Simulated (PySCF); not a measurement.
OSi, SMILES O=[Si] (connectivity only; charge and spin as stated), neutral, multiplicity 1. Coordinates come from a B3LYP-D3(BJ)/def2-TZVPD optimisation.

TDA-ωB97X/def2-TZVPD in PySCF 2.14.0 puts the lowest singlet excitations at 5.60, 5.71, 5.71, 5.83, 5.83, 7.79 eV.

### Question
What are the lowest excitation roots from PySCF with ADC(2)/aug-cc-pVDZ? (The exact figures need the calculation; the answer reports its results.)

### Answer
5.12, 5.12, 5.28, 5.33, 5.33, 6.23 eV. S1 differs by -0.48 eV (second minus first; roots are paired by order, and the bases may differ).
